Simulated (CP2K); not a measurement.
**GFN1-xTB run of HCl (hydrogen chloride)**

What is the energy change on altering one bond length of HCl (hydrogen chloride) at GFN1-xTB? 

Program for the calculation: CP2K 2026.2.

2 further runs of the same task are left out: 1 that didn't finish, 1 set aside as unsound or not needed.

## 1. The molecule

HCl has 2 atoms, charge 0, and is taken as a singlet. As SMILES, `Cl`. Geometry: relaxed at PBE0-D4/def2-TZVP.

Bond lengths: Cl1–H2 1.279 Å.

## 2. The energy at GFN1-xTB

Contents of mol.inp:

```
&GLOBAL
    PROJECT mol
    RUN_TYPE ENERGY
    PRINT_LEVEL MEDIUM
&END GLOBAL
&FORCE_EVAL
    METHOD QUICKSTEP
    &DFT
        &QS
            METHOD XTB
            EPS_DEFAULT 1.0E-10
            &XTB
                GFN_TYPE TBLITE
                &TBLITE
                    METHOD GFN1
                &END TBLITE
                CHECK_ATOMIC_CHARGES F
            &END XTB
        &END QS
        &POISSON
            PERIODIC NONE
            POISSON_SOLVER ANALYTIC
        &END POISSON
        &SCF
            SCF_GUESS ATOMIC
            EPS_SCF 1.0E-06
            MAX_SCF 150
            ADDED_MOS 4
            &DIAGONALIZATION
                ALGORITHM STANDARD
            &END DIAGONALIZATION
            &MIXING
                METHOD DIRECT_P_MIXING
                ALPHA 0.4
            &END MIXING
        &END SCF
        &PRINT
            &MOMENTS
                PERIODIC F
                REFERENCE COM
                MAX_MOMENT 1
            &END MOMENTS
            &MO ON
                ENERGIES T
                OCCUPATION_NUMBERS T
                NDIGITS 6
                &EACH
                    QS_SCF 0
                &END EACH
                ADD_LAST NUMERIC
            &END MO
            &HIRSHFELD OFF
            &END HIRSHFELD
        &END PRINT
    &END DFT
    # atoms, cell and kinds
    &SUBSYS
        &CELL
            ABC 13.1 12.4 12.6
            PERIODIC NONE
        &END CELL
        &COORD
            Cl     0.546000    -0.178500     0.280800
            H     -0.546000     0.178500    -0.280800
        &END COORD
        &TOPOLOGY
            &CENTER_COORDINATES
            &END CENTER_COORDINATES
        &END TOPOLOGY
    &END SUBSYS
&END FORCE_EVAL
```

On the command line:

```console
$ OMP_NUM_THREADS=1 cp2k.psmp -i mol.inp -o mol.out
```

The program printed:

```text
CP2K| version string:                                       CP2K version 2026.2
[...]
 GLOBAL| Method name                                                        CP2K
[...]
 GLOBAL| Run type                                                         ENERGY
[...]
                             - Atoms:                                          2
[...]
                             - Spherical basis functions:                     11
[...]
 Number of electrons:                                                          8
[...]
  *** SCF run converged in     7 steps ***
[...]
  Fermi energy:                                                -0.21717304569760
[...]
 TB_DIPOLE| Moment [Debye]         -1.16076990       0.37948247      -0.59696738
 TB_DIPOLE| Derivative [a.u.]       0.00000000       0.00000000       0.00000000
[...]
 ENERGY| Total FORCE_EVAL ( QS ) energy [hartree]             -4.786433335095621
[...]
```

It took 0.26 s on 1 thread of Arm Neoverse V1, shared host.

## 3. The distorted shape at the same level

Contents of calc.inp:

```
&GLOBAL
  PROJECT_NAME calc
  RUN_TYPE ENERGY
  PRINT_LEVEL MEDIUM
&END GLOBAL

&FORCE_EVAL
  METHOD QS
  &DFT
    # Quickstep
    &QS
      METHOD XTB
      EPS_DEFAULT 1.0E-10
      &XTB
        GFN_TYPE TBLITE
        &TBLITE
          METHOD GFN1
        &END TBLITE
        CHECK_ATOMIC_CHARGES F
      &END XTB
    &END QS
    # no periodic images
    &POISSON
      PERIODIC NONE
      POISSON_SOLVER ANALYTIC
    &END POISSON
    &SCF
      SCF_GUESS ATOMIC
      EPS_SCF 1.0E-06
      MAX_SCF 150
      ADDED_MOS 4
      &DIAGONALIZATION
        ALGORITHM STANDARD
      &END DIAGONALIZATION
      &MIXING
        METHOD DIRECT_P_MIXING
        ALPHA 0.4
      &END MIXING
    &END SCF
    # extra output
    &PRINT
      &MOMENTS
        PERIODIC F
        REFERENCE COM
        MAX_MOMENT 1
      &END MOMENTS
      &MO ON
        ENERGIES T
        OCCUPATION_NUMBERS T
        NDIGITS 6
        &EACH
          QS_SCF 0
        &END EACH
        ADD_LAST NUMERIC
      &END MO
      &HIRSHFELD OFF
      &END HIRSHFELD
    &END PRINT
  &END DFT
  &SUBSYS
    &CELL
      ABC 13 12.3 12.5
      PERIODIC NONE
    &END CELL
    &COORD
      Cl     0.436789    -0.142797     0.224635
      H     -0.546000     0.178500    -0.280800
    &END COORD
    &TOPOLOGY
      &CENTER_COORDINATES
      &END CENTER_COORDINATES
    &END TOPOLOGY
  &END SUBSYS
&END FORCE_EVAL
```

On the command line:

```console
$ OMP_NUM_THREADS=1 cp2k.psmp calc.inp > calc.out
```

The program printed:

```text
CP2K| version string:                                       CP2K version 2026.2
[...]
 GLOBAL| Method name                                                        CP2K
[...]
 GLOBAL| Run type                                                         ENERGY
[...]
                             - Atoms:                                          2
[...]
                             - Spherical basis functions:                     11
[...]
 Number of electrons:                                                          8
[...]
  *** SCF run converged in     6 steps ***
[...]
  Fermi energy:                                                -0.20970124504797
[...]
 TB_DIPOLE| Moment [Debye]         -1.16679894       0.38145421      -0.60006881
 TB_DIPOLE| Derivative [a.u.]       0.00000000       0.00000000       0.00000000
[...]
 ENERGY| Total FORCE_EVAL ( QS ) energy [hartree]             -4.777443320904071
[...]
```

Run time: 0.26 s. Hardware: 1 thread of Arm Neoverse V1, shared host.

## 4. Results

At GFN1-xTB:

| quantity | value |
| --- | --- |
| first shape: total energy | -4.78643 Eh |
| first shape: dipole moment (from atomic charges alone) | 1.36 D |
| first shape: HOMO energy | -13.06 eV |
| first shape: LUMO energy | -5.00 eV |
| first shape: HOMO–LUMO gap | 8.06 eV |
| distorted shape: total energy | -4.77744 Eh |
| distorted shape: dipole moment (from atomic charges alone) | 1.37 D |
| distorted shape: HOMO energy | -13.23 eV |
| distorted shape: LUMO energy | -4.79 eV |
| distorted shape: HOMO–LUMO gap | 8.44 eV |
| energy change with the Cl1–H2 bond shortened from 1.279 to 1.151 Å | 0.245 eV |

In words: With the Cl1–H2 bond shortened from 1.279 to 1.151 Å the energy rises by 0.24 eV (23.6 kJ/mol). The first shape isn't relaxed at this level, so the change isn't measured from a minimum. The dipole (first shape) comes from point charges on the atoms alone, without atomic dipoles, so it is partial. The dipole (distorted shape) comes from point charges on the atoms alone, without atomic dipoles, so it is partial.
